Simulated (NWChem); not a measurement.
Species: chlorine (Cl₂); SMILES ClCl

```xyz
2

Cl     0.0000     0.0000     1.0215
Cl     0.0000     0.0000    -1.0215
```
Atoms are numbered in this order, from 1.

Program: NWChem. Geometry: optimised at B3LYP/6-31G* (spherical d). B3LYP is NWChem's, with the RPA form of VWN correlation. Vertical excitations in the gas phase; the lowest state need not have the same character in each row.

### Question
Among these, which level gives the lowest value of “lowest excitation, singlet (eV)”?
A) PBE0/aug-cc-pVDZ, TDA
B) LRC-wPBEh/aug-cc-pVDZ, TDA
C) PBE/aug-cc-pVDZ, TDA
D) B3LYP/aug-cc-pVDZ, TDA

### Answer
C, PBE/aug-cc-pVDZ, TDA. Values: PBE/aug-cc-pVDZ, TDA 3.16; B3LYP/aug-cc-pVDZ, TDA 3.27; PBE0/aug-cc-pVDZ, TDA 3.34; LRC-wPBEh/aug-cc-pVDZ, TDA 3.39
